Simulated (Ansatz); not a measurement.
## Four-centre ligand exchange

Start structure (AlH5S, singlet), relaxed at PBE0-D4/def2-TZVP:

| atom | x (Å) | y (Å) | z (Å) |
| --- | --- | --- | --- |
| Al1 | -0.5113 | 0.3714 | -0.4293 |
| S2 | 1.5821 | 0.4277 | -1.0756 |
| H3 | -1.4980 | -0.4732 | -1.3268 |
| H4 | -0.9687 | 1.2886 | 0.7744 |
| H5 | 0.0535 | -1.5089 | 0.9146 |
| H6 | -0.6141 | -1.3706 | 1.2359 |
| H7 | 1.9565 | 1.2649 | -0.0933 |

The step: AlH₃S ([AlH2][SH]) + H₂ → AlH₃ + H₂S (still joined by a long Al–S bond); bonds formed: Al1–H6, S2–H5; bonds broken: H5–H6; bonds weakened to dative contacts: Al1–S2. Ansatz 0.2.0; basis: def2-TZVPP and def2-QZVPP; cores frozen in the correlated methods. Extrapolation: Hartree–Fock as exp(−7.88 √X), correlation as X^−2.97. Energies below are by CCSD(T) at an estimated basis limit (MP2 extrapolated from triple and quadruple zeta, plus CCSD(T) − MP2 in triple zeta).

What are the electronic barrier and the energy of the step, from the start structure to the end structure? (Judge from chemistry; the value comes from the calculation.)

By the calculation: Barrier 115.1 kJ/mol; step energy 55.1 kJ/mol (uphill); reverse barrier, their difference, 60.1 kJ/mol. Barrier and step energy count from the start structure, the reverse barrier from the end structure.

The saddle point: One imaginary mode of 949i cm⁻¹.
| pair | start (Å) | saddle (Å) | end (Å) |
| --- | --- | --- | --- |
| Al1–H6 | 2.41 | 1.70 | 1.60 |
| S2–H5 | 3.17 | 1.57 | 1.34 |
| Al1–S2 | 2.19 | 2.43 | 2.53 |
| H5–H6 | 0.75 | 1.19 | 3.19 |

Zero-point energy (harmonic, PBE0-D4): ZPE is 93.5 kJ/mol at the start and 94.5 kJ/mol at the saddle, so the barrier goes from 115.1 to 116.1 kJ/mol.

T1 diagnostic: at most 0.012.

Labels in which every atom is bracketed show which atoms are joined, not bond orders.

For scale, one of the runs: CCSD(T)/def2-TZVPP, 154 basis functions, launched by `ansatz run in.yaml --threads 2 --pin off --events-out ev --progress --plain --max-ram 4352MiB`. The run took 8.5 s on 2 CPU threads of an Arm Neoverse V2 (shared host), with 0.91 GiB of host memory at its peak.
